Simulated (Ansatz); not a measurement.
The cluster Li₂S⁺ (the lowest doublet isomer of a short search) was relaxed with r2SCAN-D4 (def2-TZVP) in Ansatz in these states: charge +1 doublet, charge +1 quartet. The geometries follow in no particular order.

A:

```xyz
3

Li    0.7680   -2.6539    1.2747
Li   -0.8771    3.0311   -1.4558
S     0.1091   -0.3772    0.1811
```

B:

```xyz
3

Li    1.865   -0.195    1.257
Li   -1.865    0.195   -1.257
S     0.000    0.000    0.000
```

Question: Judge from the bond lengths which geometry belongs to which state (an estimate).

Answer: A is the charge +1 quartet (Li2–S3 3.907 Å, Li1–S3 2.610 Å); B is the charge +1 doublet (Li2–S3 2.257 Å, Li1–S3 2.257 Å).

The charge +1 quartet has come apart into loosely held pieces.
